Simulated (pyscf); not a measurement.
This saddle point was located with ωB97X-D3(BJ)/def2-SVP in PySCF.

```xyz
9

B     -1.7191    -0.1394     0.1225
F     -1.6202    -0.2579     1.4896
H     -0.9908    -1.0028    -0.4797
H     -2.7819    -0.2609    -0.4444
Si     0.2134     0.2750    -0.7561
H     -1.3296     1.0122    -0.2799
H      1.2015    -0.7988    -0.4458
H     -0.0423     0.3800    -2.2141
H      0.8099     1.5280    -0.2084
```

Surface: singlet, charge 0. Lowest wavenumbers (cm⁻¹): 313i, 140, 312, 531, 693.

Task: Which two sides does it connect, and which bonds change?

Result: H₂B–F + silane (SiH₄) ⇌ H₂B–F + silane (SiH₄), a four-centre exchange read from left to right: B–H, H–Si broken and B–H, H–Si formed. At CCSD(T)/def2-TZVPP + ΔMP2(QZVPP) it lies +42.6 kJ/mol from the left side and +42.6 kJ/mol from the right (each side as separated species at their lowest minima found). At the saddle there is also a short B–Si contact that neither side keeps. This is the saddle that the search found; another between the same sides may lie lower. The CCSD(T) − MP2 part came from Ansatz, without density fitting, on the same reference.
